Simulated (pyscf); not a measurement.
A first-order saddle from PySCF, ωB97X-D3(BJ)/def2-SVP:

```xyz
7

O     -0.6659    -1.0378     1.5820
In    -1.2352    -0.6011    -0.2550
Cl    -0.2922    -2.2035    -1.9747
Cl    -3.3420     0.0923    -0.8835
H      0.2641    -1.2918     1.6322
Cl     0.5299     0.6775    -1.5465
H      0.3803    -0.7900    -2.0746
```
Charge 0, spin multiplicity 1.

Surface: singlet, charge 0. Lowest wavenumbers (cm⁻¹): 635i, 65, 87, 117, 126.

**Question.** What reaction is this the transition state of?

**Answer.** HO–In(Cl)–Cl + HCl ⇌ HO–In(Cl)–Cl + HCl, a four-centre exchange read from left to right: Cl–In, Cl–H broken and Cl–In, Cl–H formed. At ωB97M-D3(BJ)/def2-TZVP it lies +0.3 kcal/mol from the left side and +0.3 kcal/mol from the right (each side as separated species at their lowest minima found). On the reactant side the descent ends in an adduct with a Cl–In contact, 10.7 kcal/mol under the separated species and 7.1 kcal/mol under the saddle at ωB97X-D3(BJ)/def2-TZVP. On the product side the descent ends in an adduct with a Cl–In contact, 10.7 kcal/mol under the separated species and 7.1 kcal/mol under the saddle at ωB97X-D3(BJ)/def2-TZVP. What is counted as formed (Cl–In) is already present as a longer contact in the reactant adduct; forming that adduct is a step of its own. What is counted as broken (Cl–In) persists as a longer contact in the product adduct; parting that adduct is a step of its own. At ωB97X-D3(BJ)/def2-TZVP the barrier from the zero used here is -3.7 kcal/mol. One saddle was located; it need not be the lowest between these sides. Elements past Kr carry the def2 core potentials, without spin-orbit coupling.
